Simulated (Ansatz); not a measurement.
BH2(SMe) (CH₅BS). Total charge 0; singlet. Geometry PBE0-D4/def2-TZVP; atoms count from 1.

```xyz
8

B    -0.3411   -1.5278   -0.2570
H     0.8072   -1.5662   -0.5808
H    -1.0543   -2.4833   -0.2817
S    -1.0784   -0.0386    0.2907
C     0.2253    1.2127    0.2161
H     1.1636    0.7532   -0.0880
H     0.3370    1.6667    1.2004
H    -0.0593    1.9833   -0.4998
```

Estimate the Mulliken populations from the PBE0/def2-TZVP orbitals of Ansatz.


| atom | charge (e) |
| --- | --- |
| B1 | -0.10 |
| H2 | 0.01 |
| H3 | 0.03 |
| S4 | -0.04 |
| C5 | -0.34 |
| H6 | 0.15 |
| H7 | 0.15 |
| H8 | 0.15 |
Mulliken values depend strongly on the basis.

And the Mayer bond orders between heavy atoms (over 0.3)?

B1–S4 1.54 (1.75 Å); S4–C5 0.98 (1.81 Å).
